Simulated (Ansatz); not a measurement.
Species: C2H3, charge 0, multiplicity 2. It need not be the lowest isomer of its formula. 
Coordinates optimised at B3LYP-D3(BJ)/def2-TZVP (Ansatz, a program for electronic structure):
```xyz
5

C      0.0510    -0.5838    -0.0118
C      0.0446     0.7173     0.0179
H     -0.8735    -1.1638    -0.0541
H      0.9720    -1.1602     0.0038
H     -0.6722     1.5232     0.0139
```
Charge 0, spin multiplicity 2.

Basis-set convergence of Hartree-Fock and CCSD correlation energies (hartree) with Ansatz. Valence correlation only, unless marked. UHF or UKS for open shells. Spin-orbit coupling is left out. Non-relativistic.

The UHF reference is spin-contaminated (<S^2> 0.18 over the pure value in the largest basis). 

```json
[
 {"basis": "aug-cc-pVDZ", "functions": "73", "E(HF)": "-77.40058", "E(corr, CCSD)": "-0.27628"},
 {"basis": "aug-cc-pVTZ", "functions": "161", "E(HF)": "[?]", "E(corr, CCSD)": "[?]"}
]
```

### Question
What belongs in the gaps?

### Answer

- aug-cc-pVTZ, E(HF): -77.42048
- aug-cc-pVTZ, E(corr, CCSD): -0.32232
